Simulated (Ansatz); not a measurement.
Two isomers of C3H7NO: A = `CC1(N)CO1`, B = `C=C(O)NC`.

Computed with Ansatz on PBE0-D4/def2-TZVP structures; ΔE is electronic, products minus reactants. CBS: MP2 limit from def2 TZ/QZ plus the TZ coupled-cluster correction, frozen cores. DFT in def2-TZVPP. B3LYP here is the variant with VWN-RPA as its local correlation; programs differ in this. One conformer a species, not always the lowest.

Problem. Which is lower in electronic energy at CCSD(T)/CBS, and by how much? (An estimate is asked.)

Solution. The calculation gave: B, by 32.1 kJ/mol.

Problem. Give E(B) − E(A) in kJ/mol with B3LYP-D4, LDA (SPW92), ωB97M-V, CCSD/def2-TZVPP, HF/def2-TZVPP, r2SCAN-D4, B2PLYP. (Estimate.)

Solution. The calculation gave: B3LYP-D4 -45.7, LDA (SPW92) -37.7, ωB97M-V -33.2, CCSD/def2-TZVPP -30.4, HF/def2-TZVPP -48.7, r2SCAN-D4 -34.5, B2PLYP -39.0. None reverses the order clearly.

Problem. Does the order hold for the free energy at 298.15 K (harmonic terms from PBE0-D4)? (An estimate is asked.)

Solution. Computed: Yes: G(B) − G(A) = -35.8 kJ/mol, for one conformer each.

Largest T1 diagnostic: 0.011.

In def2-TZVPP, CCSD(T) changes the Hartree–Fock value by +19.2 kJ/mol (the triples alone add +0.9 kJ/mol) and MP2 by +22.8 kJ/mol. Leaving LDA and LC-ωPBE aside and taking each functional with its dispersion term where it has one, the values, not all of them listed here, spread over 23.1 kJ/mol, from BLYP-D4 to ωB97X-V. LDA lies −5.3 kJ/mol from PBE without D4.
